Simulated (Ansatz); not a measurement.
Species: CS₂, charge 0, triplet. This triplet is an excited state, 2.8 eV above the singlet at CCSD(T)/cc-pV(5+d)Z (Ansatz, an electronic-structure program). CS2 (parent SMILES S=C=S, triplet).
B3LYP-D3(BJ)/def2-TZVP minimum from Ansatz:
```xyz
3

S     -1.4436     0.1596    -0.0522
C     -0.0196    -0.5175     0.3408
S      1.4510     0.0345    -0.0756
```
Charge 0, spin multiplicity 3.

Hartree-Fock and CCSD correlation energies in hartree (Ansatz). UHF or UKS for unpaired electrons; spin-orbit terms are left out. Cores are frozen in correlated methods. No relativity. The UHF reference of CS2 (parent SMILES S=C=S, triplet) is spin-contaminated (<S^2> up to 0.04 over the pure value in the sets run). The spin of CS2 (parent SMILES S=C=S, triplet) was assumed, and the state is the lowest solution found for it.

```csv
basis,X,E(HF),"E(corr, CCSD)"
cc-pV(T+d)Z,3,-832.90139,-0.47902
cc-pV(Q+d)Z,4,-832.91097,-0.50968
cc-pV(5+d)Z,5,-832.91275,withheld
```

### Question
Fit E(corr) = E∞ + A/X³ to X = 3 and 4, predict X = 5, and compare with the run.

### Answer
A = (-0.47902 - (-0.50968))/(1/27 - 1/64) = 1.4319; E∞ = -0.50968 - A/64 = -0.53205; at X = 5, E∞ + A/125 = -0.52060. The run gave -0.52043, 0.17 mEh above the prediction. The same form on X = 4 and 5 gives E∞ = -0.53171, 0.34 mEh above the first estimate.
